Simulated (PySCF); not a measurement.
Atoms are numbered as in `[CH3:1][n:2]1[cH:3][cH:4][n:5][cH:6]1`; H(Xn) means a hydrogen on atom n.

Isolated molecule, relativity neglected, single conformer, averaged over atoms made equivalent by symmetry, fast rotation or ring inversion. Structure optimised with PBE0-D3(BJ)/def2-SVP; shielding tensors at PBE0/pcSseg-1 (GIAO); PySCF 2.14.0 with density-fitted response routines.

Referencing at the same level of theory: TMS for ¹³C (σ = 184.41 ppm) and ¹H (σ = 31.27 ppm); ¹⁵N (σ = 265.67 ppm) vs NH3.

```
atoms  nucleus  count  δ (ppm)
   C1      ¹³C      1        ?
   C3      ¹³C      1        ?
   C6      ¹³C      1    140.4
H(C6)       ¹H      1     7.06
H(C3)       ¹H      1     6.84
H(C4)       ¹H      1        ?
   C4      ¹³C      1    137.0
   N5      ¹⁵N      1    304.7
H(C1)       ¹H      3     3.52
   N2      ¹⁵N      1    185.9
```

Complete the table.

Answers


- C3: 122.6 ppm, aromatic CH next to a ring nitrogen
- C1: 32.8 ppm, methyl carbon bonded to N; pulled downfield by the heteroatom
- H(C4): 7.17 ppm, hydrogen on an aromatic CH next to a ring nitrogen; the ring current deshields protons in the ring plane

Shifts are as computed. Against solution values, carbons near 30 ppm lie about +2 ppm off and those near 130 ppm about +5 ppm. Of 1211 compounds with measured shifts, 218 miss one by over three times the rms of a fit or turn the order of signals round; such compounds aren't used in these exercises. Experimental scales use liquid or dissolved standards, which lie at an offset from isolated NH3 (liquid NH3: subtract about 20 ppm). Unscaled 15N shifts of sp2 nitrogen come out 20 to 40 ppm too high even then.
